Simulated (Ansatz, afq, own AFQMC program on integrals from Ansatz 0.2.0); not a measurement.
Two steps: Ansatz 0.2.0 writes the Fock matrix and Cholesky factors of the valence space, and afq projects on them the lowest state that overlaps trial and start.

```yaml
crystal:
  periodic: [false, false, false]
  atoms:
    - {symbol: S, position_ang: [1.358510, -0.156170, 0.729940]}
basis:
  gaussian: {orbitals: def2-TZVP}
magnetization: {spin_polarized: true, initial_magnetization: 2}
correlation: {method: ccsd_t, electrons: outside_noble_gas, hamiltonian_folder: ham}
```

```sh
$ ansatz run in.yaml --threads 1 --pin off --events-out ev --progress --plain --max-ram 16896MiB --backend cuda --devices 0, --max-vram 18GiB
```

afq runs on the folder ham with

```
--method phaseless --trial hf --walkers 4000 --populations 20 --least-time 40 --time-step 0.005 --steps-per-block 20 --equilibration-blocks 112 --max-blocks 4000 --target-error 0.00045 --factor-cut 1e-05 --start spin_pure --seed 7424 --taylor-order 6
```

Times are imaginary, in 1/Eh. The walk had a cap of 49 s. With eight or more populations the least sampling time is a fifth of least-time, and the error comes from their spread.

Log:

```
orbitals 32  electrons 4 2  factors 208 of 213
reference energy -397.50195504 Eh
CCSD correlation -0.13811274 Eh in 8 cycles, weight of the determinant in the CISD state 0.9300
energy of the start -397.502096 Eh
 block  time / (1/Eh)  mean weight  energy / Eh
     1     0.100  1.0003  -397.530144
     2     0.200  1.0009  -397.550916
     3     0.300  1.0008  -397.567469
     4     0.400  1.0012  -397.580389
     5     0.500  1.0006  -397.590504
     7     0.700  1.0007  -397.607128
     9     0.900  1.0005  -397.618746
    15     1.500  1.0001  -397.635163
    29     2.900  1.0002  -397.644292
    43     4.300  1.0003  -397.643877
    57     5.700  1.0000  -397.645551
    71     7.100  0.9999  -397.642235
    85     8.500  0.9999  -397.643436
    99     9.900  1.0001  -397.646180
   113    11.300  0.9998  -397.647988
   127    12.700  0.9999  -397.645833
   141    14.100  1.0000  -397.642478
   155    15.500  1.0000  -397.641861
   169    16.900  1.0001  -397.641344
   183    18.300  1.0000  -397.640089
   197    19.700  0.9999  -397.642128
   211    21.100  0.9999  -397.642022
   225    22.500  1.0001  -397.636071
   239    23.900  1.0000  -397.638636
   253    25.300  0.9999  -397.641795
   267    26.700  0.9999  -397.642400
   281    28.100  1.0001  -397.641510
   288    28.800  0.9998  -397.638268
error from the spread of 20 populations
energy -397.641414 +/- 0.000446 Eh
(rows thinned)
```

The run passed its tests (sampling time, drift between the halves within three errors, error under three times the target), which doesn't prove that it has relaxed. The second half of the sampling lies above the first by 2.9 errors of their difference, so the energy may still be moving and its error bar be too small.

Against this walk (error 12.1 meV) on the same determinant: CCSD(T) 90.1 meV lower, CCSDT(Q) 115.4 meV lower, CCSDTQ 115.7 meV lower, full CI (a separate run on its own orbitals, whose frozen core shifts it by up to a few meV) 112.2 meV lower, a separate phaseless walk with a CISD trial and standard settings 110.1 ± 12.3 meV lower. The error is statistical and leaves out the bias of the constraint. Full CI is exact here, so the walk's 112 meV above it is the walk's own error: the bias of the constraint with this trial, or a walk that hasn't relaxed.

Cautions: constraint bias not in the error; full CI with its own frozen core.

The walk took 20 s on 1 × NVIDIA H100 80GB HBM3 with 2 threads of AMD EPYC 7R13 Processor (Zen 3), with other jobs on the host (the card was shared). The log's last line is the phaseless energy.

CCSDT and higher add their correlation energy to the determinant of the CCSD(T) run, since their own runs factorise the integrals more tightly (a shift of under 2 meV). A walk keeps the symmetry of its determinant, which the program's search chose and which needn't be the lowest solution, so a lower state of the same spin and another symmetry isn't excluded.
